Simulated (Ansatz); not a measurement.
**How the electronic dielectric constant ε∞ of antifluorite Mg2Si moves with the method**

No measured value is used here.

| level (code) | value | cell (Å³/atom) |
|---|---|---|
| LDA (Ansatz) | 15.5 ± 0.05 | 20.44 |
| PBE (Ansatz) | 15.4 ± 0.04 | 21.49 |
| PBEsol (Ansatz) | 15.5 ± 0.05 | 21.10 |

A ± on a computed value is a rough bar: the spread of its extrapolation, a floor set from checks against published values, or a statistical error. Each level is taken at its own relaxed cell. Ansatz's density-functional and Hartree–Fock values are scalar-relativistic unless marked +SOC, with PAW data made under PBE.

Ansatz is a quantum-chemistry and plane-wave program.
